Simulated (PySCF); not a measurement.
Species: COS.
Geometry (PBE0-D3(BJ)/def2-SVP, Å), atoms numbered from 1 in this order:
```
atom  x, y, z in Å
O1    -1.300    0.317    0.008
C2    -0.168    0.082    0.010
S3     1.364   -0.235    0.013
```

Theory: PySCF 2.14.0, PBE0-D3(BJ)/def2-SVP geometry optimisation, gas phase.

Take the most abundant isotopes and a rigid rotor. 

(1) What are the moment of inertia and the rotational constant?

(2) List the first levels of a rigid rotor in a Σ state.

(3) Where do the first rotational lines fall?

## Answers

(1) I = 83.025 u·Å², B = 505379 MHz·u·Å²/I = 6087 MHz (0.2030 cm⁻¹, or 0.292 K as hB/k).

(2) E(J) = BJ(J+1): J = 1: 0.406, J = 2: 1.218, J = 3: 2.437, J = 4: 4.061, J = 5: 6.091, J = 6: 8.528 cm⁻¹.

(3) The dipole is 0.54 D; J+1 ← J lies at 2B(J+1): 1 ← 0 at 12.17 GHz, 2 ← 1 at 24.35 GHz, 3 ← 2 at 36.52 GHz, 4 ← 3 at 48.70 GHz, 5 ← 4 at 60.87 GHz, 6 ← 5 at 73.04 GHz.

Not checked by PBE0-D3(BJ)/def2-SVP frequencies. These are rigid-rotor constants of the computed structure; measured ground-state constants (B0) also hold zero-point vibration.

The run took 3.5 s of wall time on one thread of an Arm Neoverse N1, shared host with 64 logical CPUs at a one-minute load of 57, and the process peaked at 0.27 GiB of memory. That covers the optimisation of the geometry.
